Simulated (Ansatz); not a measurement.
A displaced shape of singlet BH:

```xyz
2

B     0.0149   -0.0141   -0.1631
H     0.0091    0.0172    1.0897
```

It was optimised with PBE0/def2-SVP in Ansatz (development build ahead of 0.2.0) to forces under 0.001 eV/Å, with restricted orbitals. Each step stands on the lowest determinant of that kind that the program's search found.

Task: What shape does it relax to, and how does the optimisation go?

Result:

| atom | x (Å) | y (Å) | z (Å) |
| --- | --- | --- | --- |
| B | 0.0149 | -0.0141 | -0.1626 |
| H | 0.0091 | 0.0172 | 1.0892 |

Bond lengths: B1–H2 1.252 Å.

```csv
step,E − E(start) (eV),largest force (eV/Å)
1,0.0000,0.0180
2,0.0000,0.0055
3,0.0000,0.0000
```

The optimisation ended after 3 steps with its threshold met.
